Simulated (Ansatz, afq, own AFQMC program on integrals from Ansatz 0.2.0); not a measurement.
AFQMC on a folder of integrals that Ansatz 0.2.0 wrote.

```yaml
crystal:
  periodic: [false, false, false]
  atoms:
    - {symbol: Si, position_ang: [0.000000, -0.035961, 1.165412]}
    - {symbol: Al, position_ang: [0.000000, -0.011793, -1.224879]}
    - {symbol: H, position_ang: [0.000000, 1.317723, 0.315431]}
basis:
  gaussian: {orbitals: 6-31G}
magnetization: {spin_polarized: true, initial_magnetization: 2}
correlation: {method: ccsd_t, electrons: outside_noble_gas, hamiltonian_folder: ham}
```

```sh
$ ansatz run in.yaml --threads 1 --pin off --events-out ev --progress --plain --max-ram 24576MiB --backend cuda --devices 0, --max-vram 18GiB
```

Options of the walk:

```
--method free --trial cisd --walkers 4000 --time-step 0.03 --max-blocks 4000 --target-error 0.00034 --factor-cut 1e-05 --seed 3386 --times 0,0.3,0.6,1.2,1.8,2.4,3.6,4.8,6 --taylor-order 8
```

Times are imaginary, in 1/Eh. The walk had a cap of 61 s.

Output of the walk:

```
orbitals 18  electrons 5 3  factors 111 of 310
reference energy -531.28745885 Eh
CCSD correlation -0.09075176 Eh in 13 cycles, weight of the determinant in the CISD state 0.8722
repeat  energy at the last time / Eh  error
    10  -531.382131  0.000069
    20  -531.382101  0.000048
    30  -531.382090  0.000037
time / (1/Eh)  energy / Eh  error  mean overlap
  0.00  -531.378224  0.000011  1.1469
  0.30  -531.379421  0.000016  1.1466
  0.60  -531.380168  0.000017  1.1479
  1.20  -531.381027  0.000017  1.1498
  1.80  -531.381442  0.000022  1.1527
  2.40  -531.381699  0.000023  1.1553
  3.60  -531.381947  0.000027  1.1579
  4.80  -531.382075  0.000038  1.1613
  6.00  -531.382094  0.000036  1.1648
energy -531.382094 +/- 0.000036 Eh
```

The run passed its tests (error under three times the target), which doesn't prove that it has relaxed.

Against this walk (error 1.0 meV) on the same determinant: CCSD(T) 29.2 meV higher, CCSDT(Q) 1.5 meV lower (within the noise), CCSDTQ 1.9 meV lower (within the noise), full CI 2.1 meV lower. The error is statistical, and a free projection of finite length keeps a remainder of its start. The projection is still falling at its last time (meV from the last point: 17.7 ± 0.6 at 1.80, 10.7 ± 0.6 at 2.40, 4.0 ± 0.7 at 3.60, 0.5 ± 1.0 at 4.80, 0.0 ± 1.0 at 6.00), so its energy is a cut-off value, and the gaps above aren't errors of the other methods.

Cautions: remainder of the start not in the error.

The walk took 12 s on 1 × NVIDIA H100 80GB HBM3 with 2 threads of AMD EPYC 7R13 Processor (Zen 3), on a shared host (the card was shared). The log's last line is the free-projection energy.

CCSDT and higher add their correlation energy to the determinant of the CCSD(T) run, since their own runs factorise the integrals more tightly (a shift of under 2 meV). A walk keeps the symmetry of its determinant, which the program's search chose and which needn't be the lowest solution, so a lower state of the same spin and another symmetry isn't excluded.
